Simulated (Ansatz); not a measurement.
# S₂ (triplet): a ladder of functionals and wavefunction methods

One table from this session's results is given with a row withheld; the runs are named, their logs left out.

Program: Ansatz 0.2.0, Gaussian basis. Level of theory: functionals in def2-TZVPP, the program's frozen cores in correlated methods. These are calculated values, not measurements.

Plan: LDA (SPW92), PBE-D4, revPBE-D4, BLYP-D4, r2SCAN-D4, B97M-V, PBE0-D4, B3LYP-D4, r2SCANh-D4, r2SCAN0-D4, HSE06-D4, BHLYP-D4, CAM-B3LYP-D4, LC-ωPBE, ωB97X-V, ωB97M-V, B2PLYP, PBE-QIDH; CCSD(T)/def2-SVP; CCSD(T)/def2-TZVPP; CCSD(T)/def2-QZVPP; extrapolation to the limit; RPA on PBE.

## The relaxed structure

An earlier PBE0-D4 in a triple-zeta def2 set relaxation fixed the geometry.

SMILES `S=S`, 2 atoms, charge 0, spin multiplicity 3.

Atoms are counted from 1 here; the program's logs count them from 0.

Bond lengths: S1–S2 1.887 Å.

Set-up of the first run:

Input file in.yaml:

```yaml
crystal:
  periodic: [false, false, false]
  atoms:
    - {symbol: S, position_ang: [0.000000, 0.000000, 0.001338]}
    - {symbol: S, position_ang: [-0.000000, -0.000000, 1.887862]}
basis:
  gaussian: {orbitals: def2-TZVPP}
magnetization: {spin_polarized: true, initial_magnetization: 2}
hamiltonian: {xc: lda}
output: {orbitals: {seedname: orbitals}}
```

On the command line:

```sh
$ ansatz run in.yaml --threads 2 --pin off --events-out ev --progress --plain --max-ram 32768MiB --backend cpu
```

Steps of the session up to this table: LDA; PBE-D4 (GGA); revPBE-D4 (GGA); BLYP-D4 (GGA); r2SCAN-D4 (meta-GGA); B97M-V (meta-GGA); PBE0-D4 (hybrid); B3LYP-D4 (hybrid); r2SCANh-D4 (hybrid); r2SCAN0-D4 (hybrid); HSE06-D4 (hybrid); BHLYP-D4 (hybrid); CAM-B3LYP-D4 (range-separated); LC-ωPBE (range-separated); ωB97X-V (range-separated); ωB97M-V (range-separated); B2PLYP (double hybrid); PBE-QIDH (double hybrid).

One table of the session follows, with a row left open; its other results are not shown here.

It belongs to the step «Frontier levels by functional». 

```
  functional  HOMO (eV)  LUMO (eV)  gap (eV)
 LDA (SPW92)      -5.76      -4.71      1.05
      PBE-D4      -5.73      -4.43      1.31
   revPBE-D4      -5.71      -4.36      1.34
     BLYP-D4      -5.52      -4.32      1.21
   r2SCAN-D4          ?          ?         ?
      B97M-V      -6.00      -4.38      1.62
     PBE0-D4      -7.05      -3.51      3.55
    B3LYP-D4      -6.73      -3.77      2.96
  r2SCANh-D4      -6.61      -3.88      2.73
  r2SCAN0-D4      -7.33      -3.34      3.99
    HSE06-D4      -6.65      -3.89      2.76
    BHLYP-D4      -8.18      -2.50      5.68
CAM-B3LYP-D4      -8.32      -2.40      5.92
     LC-ωPBE      -9.79      -1.24      8.55
     ωB97X-V      -9.30      -1.45      7.85
     ωB97M-V      -8.96      -1.54      7.42
```

Estimate the missing values for r2SCAN-D4.

Worked estimate for «HOMO (eV)». Against the share of exact exchange, r2SCANh-D4 (0.1, -6.61), r2SCAN0-D4 (0.25, -7.33) give a slope of -4.80 per unit share; at 0 the line stands at -6.13.

**Answer.** HOMO (eV): -6.13; LUMO (eV): -4.23; gap (eV): 1.90. In «HOMO (eV)» the line misses by 0.00.
